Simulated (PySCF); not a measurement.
Oxygen: a sound run and one with changed settings

Sound run: O [He] 2s2 2p4, O+ [He] 2s2 2p3. Calculation: PySCF 2.14, in x2c-TZVPall (5s3p2d1f, 31 functions); the spin-free X2C one-electron Hamiltonian (Gaussian nucleus). In the sound run the correlated levels freeze 1s2. The sound run starts from symmetry-adapted Hartree-Fock orbitals and uses a fine grid where one is needed.

Changed run: basis STO-3G, all-electron and non-relativistic. This setting is unsound on purpose.

```
species  method  sound run (hartree)  changed run (hartree)  converged
      O     UHF            -74.86787              -73.80415        yes
      O     LDA            -74.57731              -73.45135        yes
      O  r2SCAN            -75.11159              -74.01528        yes
      O     MP2            -75.00964              -73.80415        yes
     O+     UHF            -74.42662              -73.44358        yes
     O+     LDA            -74.06446              -73.04232        yes
     O+  r2SCAN            -74.60909              -73.60160        yes
     O+     MP2            -74.52274              -73.44358        yes
```

Ionisation energy of O:

| method | sound run (eV) | changed run (eV) |
| --- | --- | --- |
| UHF | 12.007 | 9.812 |
| LDA | 13.955 | 11.130 |
| r2SCAN | 13.674 | 11.257 |
| MP2 | 13.249 | 9.812 |
| SCS-MP2 | 13.344 | 9.812 |

A minimal basis cannot let orbitals breathe on ionisation and holds almost no correlation. The Hamiltonian changed with the basis, so the totals do not compare.

For comparison, NIST gives 13.618 eV between the lowest levels.
